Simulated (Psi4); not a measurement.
**A workflow on CH6BN (SMILES BNC)**

Aim: a series of 9 runs (PBE0-D4/def2-TZVP, PBE-D4/def2-TZVPP, r2SCAN-D4/def2-TZVPP, B3LYP-D4/def2-TZVPP, PBE0-D4/def2-TZVPP, wB97M-V/def2-TZVPP, CCSD(T)/def2-TZVPP, MP2/def2-QZVPP) of CH6BN. 

The calculation is run with Psi4 1.11.

### 1 The system as given

CH6BN: 9 atoms, total charge 0, spin state singlet. SMILES: `BNC`. The run starts from this shape.

Bond lengths: B1–N2 1.383 Å, N2–C3 1.444 Å, B1–H4 1.199 Å, B1–H5 1.197 Å, N2–H6 1.008 Å, C3–H7 1.090 Å, C3–H8 1.094 Å, C3–H9 1.094 Å. Some angles: B1–N2–C3 126.9°, B1–N2–H6 119.2°, C3–N2–H6 113.9°, N2–B1–H4 118.9°, N2–B1–H5 118.8°, N2–C3–H7 109.0°, N2–C3–H8 111.5°, N2–C3–H9 111.5°, H4–B1–H5 122.3°, H7–C3–H8 108.3°.

### 2 A structure relaxation at PBE0-D4/def2-TZVP (density fitting) (run 2)

Input file ch6bn.in:

```
memory 3.3 GB

molecule mol {
  0 1
  B     -0.828960     0.740020    -0.874190
  N      0.113140     0.499030     0.109000
  C      0.545660    -0.788660     0.600090
  H     -1.368330    -0.191600    -1.401150
  H     -1.077380     1.873290    -1.169620
  H      0.569020     1.280340     0.554580
  H      0.005190    -1.570680     0.067350
  H      1.617380    -0.940740     0.439380
  H      0.344110    -0.899070     1.670000
  symmetry c1
}

set {
  basis def2-TZVP
  reference rks
  scf_type df
  geom_maxiter 50
  max_force_g_convergence 0.0002
}

opt("pbe0-d4")
```

Launch:

```console
$ psi4 -i ch6bn.in -o ch6bn.out -n 2
```

ch6bn.out:

```text
[...]
  Running in c1 symmetry.
[...]
  Nuclear repulsion =   70.995302667933487
[...]
  Multiplicity = 1
[...]
  Nalpha       = 12
  Nbeta        = 12
[...]
    Number of basis functions: 129
[...]
   @DF-RKS iter   1:  -120.92967421814024   -3.69552e-01   6.17713e-03 ADIIS/DIIS
[...]
   @DF-RKS iter  11:  -121.23435120785669   -1.69109e-12   2.94342e-09 DIIS
[...]
  @DF-RKS Final Energy:  -121.23435120785669
   => Energetics <=
    Nuclear Repulsion Energy =             70.9953026679334869
    One-Electron Energy =                -302.5416912719582001
    Two-Electron Energy =                 124.3683430590617007
    DFT Exchange-Correlation Energy =     -14.0530557326856709
    Empirical Dispersion Energy =          -0.0032499302079940
    VV10 Nonlocal Energy =                  0.0000000000000000
    Total Energy =                       -121.2343512078566903
[...]
 Multipole Moments:
 ------------------------------------------------------------------------------------
     Multipole            Electronic (a.u.)      Nuclear  (a.u.)        Total (a.u.)
 ------------------------------------------------------------------------------------
 L = 1.  Multiply by 2.5417464519 to convert [e a0] to [Debye]
 Dipole X            :         -0.4157221            0.9725129            0.5567907
 Dipole Y            :          1.5418203           -1.6934250           -0.1516047
 Dipole Z            :         -0.4820570            1.0635469            0.5814899
 Magnitude           :                                                    0.8192255
[...]
  -Total Gradient:
     Atom            X                  Y                   Z
    ------   -----------------  -----------------  -----------------
       1       -0.000027964937     0.000004692933    -0.000011714922
       2        0.000012191010    -0.000027317569     0.000005153125
       3        0.000009893952     0.000007741459     0.000016326959
       4        0.000002152275     0.000007225774    -0.000003670942
       5        0.000006068735    -0.000008350886     0.000000170992
       6       -0.000007268146     0.000017541512    -0.000004862218
       7       -0.000002962743    -0.000006471645    -0.000003612307
       8       -0.000003940877    -0.000005458986    -0.000007581181
       9       -0.000005605591    -0.000002685654    -0.000007811183
[...]
```

Standard output:

```text
Optimizer: Optimization complete!
```

It took 11 s on 2 threads of AMD EPYC 7R43 (Zen 3), shared host; peak memory 0.92 GiB.

### 3 Vibrational wavenumbers at PBE0-D4/def2-TZVP (density fitting) (run 3)

Input file calc.inp:

```
memory 3300 MB

molecule m {
  0 1
  B
  N 1 r2
  C 2 r3 1 a3
  H 1 r4 2 a4 3 d4
  H 1 r5 4 a5 2 d5
  H 2 r6 1 a6 5 d6
  H 3 r7 2 a7 6 d7
  H 3 r8 7 a8 2 d8
  H 3 r9 7 a9 8 d9

  r2 = 1.382856
  r3 = 1.444434
  a3 = 126.9476
  r4 = 1.19855
  a4 = 118.92875
  d4 = -0.00553
  r5 = 1.197202
  a5 = 122.26983
  d5 = 179.99073
  r6 = 1.008372
  a6 = 119.15289
  d6 = 0.00822
  r7 = 1.089713
  a7 = 108.96773
  d7 = 179.9854
  r8 = 1.094322
  a8 = 108.31272
  d8 = -121.51797
  r9 = 1.094313
  a9 = 108.31404
  d9 = -116.96433
  symmetry c1
}

set {
  scf_type df
  rotational_symmetry_number 1
}

energy_value, wavefunction = frequencies('pbe0-d4/def2-TZVP', return_wfn=True)
print_variables()
```

Launch:

```console
$ psi4 -n 2 calc.inp calc.out
```

calc.out:

```text
[...]
  Running in c1 symmetry.
[...]
  Nuclear repulsion =   70.995295174404760
[...]
  Multiplicity = 1
[...]
  Nalpha       = 12
  Nbeta        = 12
[...]
    Number of basis functions: 129
[...]
   @DF-RKS iter   1:  -120.92967429180155   -3.69553e-01   6.17713e-03 DIIS/ADIIS
[...]
   @DF-RKS iter  11:  -121.23434952895185   -1.47793e-12   2.94344e-09 DIIS
[...]
  @DF-RKS Final Energy:  -121.23434952895185
   => Energetics <=
    Nuclear Repulsion Energy =             70.9952976760868637
    One-Electron Energy =                -302.5416778252580343
    Two-Electron Energy =                 124.3683360216542582
    DFT Exchange-Correlation Energy =     -14.0530554713272053
    Empirical Dispersion Energy =          -0.0032499301077428
    VV10 Nonlocal Energy =                  0.0000000000000000
    Total Energy =                       -121.2343495289518529
[...]
  -Total Gradient:
     Atom            X                  Y                   Z
    ------   -----------------  -----------------  -----------------
       1       -0.000021087593    -0.000000632102    -0.000028126537
       2       -0.000101776730    -0.000024833173     0.000016433589
       3       -0.000843334153     0.000010478392     0.000017884112
       4       -0.000000108650     0.000007066367    -0.000002358523
       5        0.000012889330    -0.000007281283     0.000005664281
       6        0.000001212808     0.000016041083    -0.000011322130
       7       -0.000105170664    -0.000007011883    -0.000003331107
       8        0.000527801776    -0.000026295543     0.000467377329
       9        0.000529615027     0.000015263616    -0.000484334355
[...]
  ==> Harmonic Vibrational Analysis <==
[...]
  Freq [cm^-1]                 183.0146            401.3457            437.8630
[...]
  IR activ [km/mol]             0.0896              3.7310             26.2277
[...]
  Freq [cm^-1]                 810.7187            896.0816            992.7677
[...]
  IR activ [km/mol]            57.2115              5.1542             10.6852
[...]
  Freq [cm^-1]                1203.2716           1343.4113           1452.0626
[...]
  IR activ [km/mol]             4.7500             32.8895              7.5115
[...]
  Freq [cm^-1]                1486.3373           1489.9047           1557.3267
[...]
  IR activ [km/mol]             6.0089             20.7548             72.5268
[...]
  Freq [cm^-1]                2566.3867           2647.3919           3035.5021
[...]
  IR activ [km/mol]            99.4826             151.9071            53.9699
[...]
  Freq [cm^-1]                3089.5974           3146.8487           3616.8369
[...]
  IR activ [km/mol]            27.9028             12.0493             18.3224
[...]
```

Standard output:

```text
Warning: used thermodynamics relations inappropriate for low-frequency modes: ['183.0146' '401.3457' '437.8630']
```

Wall time 8.7 min (2 threads of AMD EPYC 7R43 (Zen 3), shared host); peak memory 1.1 GiB.

Runs 4 to 8 aren't shown in full; the table further down has their settings and results.

### 4 A single-point energy at CCSD(T)/def2-TZVPP (density fitting, density fitting for correlation) (run 9)

ch6bn.in: that of step 2 with these lines changed.

```diff
@@ -2,3 +2,3 @@
 
-molecule mol {
+molecule system {
   0 1
@@ -16,10 +16,10 @@
 
-set {
-  basis def2-TZVP
-  reference rks
+set globals {
+  reference rhf
   scf_type df
-  geom_maxiter 50
-  max_force_g_convergence 0.0002
+  num_frozen_docc 3
+  cc_type df
 }
 
-opt("pbe0-d4")
+e = energy("ccsd(t)/def2-TZVPP")
+print_variables()
```

Launch:

```console
$ psi4 -n 2 ch6bn.in ch6bn.out
```

ch6bn.out:

```text
[...]
  Running in c1 symmetry.
[...]
  Nuclear repulsion =   70.995302667933487
[...]
  Multiplicity = 1
[...]
  Nalpha       = 12
  Nbeta        = 12
[...]
    Number of basis functions: 177
[...]
   @DF-RHF iter   1:  -120.46638013090747   -7.03915e-01   2.42706e-03 DIIS/ADIIS
[...]
   @DF-RHF iter  11:  -120.56776162932981   -1.17524e-11   2.69678e-09 DIIS
[...]
    Orbital Energies [Eh]
    ---------------------
    Doubly Occupied:
       1A    -15.555718     2A    -11.253163     3A     -7.575492
       4A     -1.193292     5A     -0.918099     6A     -0.726744
       7A     -0.639302     8A     -0.597979     9A     -0.561167
      10A     -0.523620    11A     -0.458970    12A     -0.403904
[...]
  @DF-RHF Final Energy:  -120.56776162932981
   => Energetics <=
    Nuclear Repulsion Energy =             70.9953026679334869
    One-Electron Energy =                -302.3112266270966302
    Two-Electron Energy =                 110.7481623298333346
    Total Energy =                       -120.5677616293298087
[...]
 Multipole Moments:
 ------------------------------------------------------------------------------------
     Multipole            Electronic (a.u.)      Nuclear  (a.u.)        Total (a.u.)
 ------------------------------------------------------------------------------------
 L = 1.  Multiply by 2.5417464519 to convert [e a0] to [Debye]
 Dipole X            :         -0.4966647            0.9725129            0.4758481
 Dipole Y            :          1.5690969           -1.6934250           -0.1243281
 Dipole Z            :         -0.5667318            1.0635469            0.4968151
 Magnitude           :                                                    0.6990809
[...]
      * MP2 total energy:                  -121.066344235853
[...]
      * CCSD total energy:                 -121.101106513051
[...]
      * CCSD(T) total energy                -121.120690457922
[...]
```

Run time: 6.2 min. Hardware: 2 threads of AMD EPYC 7R43 (Zen 3), shared host; peak memory 0.43 GiB.

### 5 A single-point energy at MP2/def2-QZVPP (density fitting, density fitting for correlation) (run 10)

Input file job.inp:

```
memory 3300 MB

molecule {
  B     -0.828960     0.740020    -0.874190
  N      0.113140     0.499030     0.109000
  C      0.545660    -0.788660     0.600090
  H     -1.368330    -0.191600    -1.401150
  H     -1.077380     1.873290    -1.169620
  H      0.569020     1.280340     0.554580
  H      0.005190    -1.570680     0.067350
  H      1.617380    -0.940740     0.439380
  H      0.344110    -0.899070     1.670000
  symmetry c1
}

set basis def2-QZVPP
set scf_type df
set num_frozen_docc 3

e = energy('mp2')
```

Launch:

```console
$ psi4 -n 2 job.inp job.out
```

job.out:

```text
[...]
  Running in c1 symmetry.
[...]
  Nuclear repulsion =   70.995302667933487
[...]
  Multiplicity = 1
[...]
  Nalpha       = 12
  Nbeta        = 12
[...]
    Number of basis functions: 351
[...]
   @DF-RHF iter   1:  -120.46206172813064   -7.11251e-01   1.29256e-03 ADIIS/DIIS
[...]
   @DF-RHF iter  10:  -120.57393750740364   -4.55671e-10   9.46078e-09 DIIS
[...]
    Orbital Energies [Eh]
    ---------------------
    Doubly Occupied:
       1A    -15.555607     2A    -11.253324     3A     -7.575517
       4A     -1.193582     5A     -0.918324     6A     -0.726996
       7A     -0.639480     8A     -0.598169     9A     -0.561446
      10A     -0.523916    11A     -0.459373    12A     -0.404154
[...]
  @DF-RHF Final Energy:  -120.57393750740364
   => Energetics <=
    Nuclear Repulsion Energy =             70.9953026679334869
    One-Electron Energy =                -302.3187051903175870
    Two-Electron Energy =                 110.7494650149804585
    Total Energy =                       -120.5739375074036417
[...]
 Multipole Moments:
 ------------------------------------------------------------------------------------
     Multipole            Electronic (a.u.)      Nuclear  (a.u.)        Total (a.u.)
 ------------------------------------------------------------------------------------
 L = 1.  Multiply by 2.5417464519 to convert [e a0] to [Debye]
 Dipole X            :         -0.5035326            0.9725129            0.4689802
 Dipole Y            :          1.5678349           -1.6934250           -0.1255901
 Dipole Z            :         -0.5737993            1.0635469            0.4897475
 Magnitude           :                                                    0.6896144
[...]
```

Wall time 14 s (2 threads of AMD EPYC 7R43 (Zen 3), shared host); peak memory 0.98 GiB.

### 6 Overview of the runs

```csv
run,level,task,geom maxiter,energy (Eh),dipole moment (D),HOMO energy (eV),LUMO energy (eV),wall time
2,PBE0-D4/def2-TZVP (density fitting),optimise,50,-121.234351,2.08,-7.89,0.26,11 s
3,PBE0-D4/def2-TZVP (density fitting),frequencies,–,-121.234351,2.08,–,–,8.7 min
4,PBE-D4/def2-TZVPP (density fitting),energy,–,-121.216427,2.18,-6.61,-0.70,31 s
5,r2SCAN-D4/def2-TZVPP (density fitting),energy,–,-121.309652,2.11,-6.82,-0.31,93 s
6,B3LYP-D4/def2-TZVPP (density fitting),energy,–,-121.409505,2.06,-7.66,0.00,31 s
7,PBE0-D4/def2-TZVPP (density fitting),properties,–,-121.236583,2.07,-7.89,0.25,27 s
8,wB97M-V/def2-TZVPP (density fitting),energy,–,-121.318919,2.05,-10.31,1.97,82 s
9,"CCSD(T)/def2-TZVPP (density fitting, density fitting for correlation)",energy,–,-121.120690,–,-10.99,3.24,6.2 min
10,"MP2/def2-QZVPP (density fitting, density fitting for correlation)",energy,–,-121.105180,–,-11.00,2.62,14 s
```

### 7 What came out

```
                                                           quantity          value
                               run 10, MP2/def2-QZVPP: total energy  -121.10518 Eh
        run 10, MP2/def2-QZVPP: HOMO energy (Hartree–Fock orbitals)      -11.00 eV
        run 10, MP2/def2-QZVPP: LUMO energy (Hartree–Fock orbitals)        2.62 eV
      run 10, MP2/def2-QZVPP: HOMO–LUMO gap (Hartree–Fock orbitals)       13.62 eV
run 10, MP2/def2-QZVPP: correlation energy (3 core orbitals frozen)     -531.2 mEh
```

In words: Over runs 2, 3, 4, 5, 6, 7, 8 the dipole moment (its size) runs from 2.05 D (wB97M-V/def2-TZVPP) to 2.18 D (PBE-D4/def2-TZVPP). Over runs 2, 4, 5, 6, 7, 8 the HOMO–LUMO gap runs from 5.92 eV (PBE-D4/def2-TZVPP) to 12.28 eV (wB97M-V/def2-TZVPP). Totals of different functionals can't be ranked against each other. All runs together took 20 min, the longest 8.7 min.
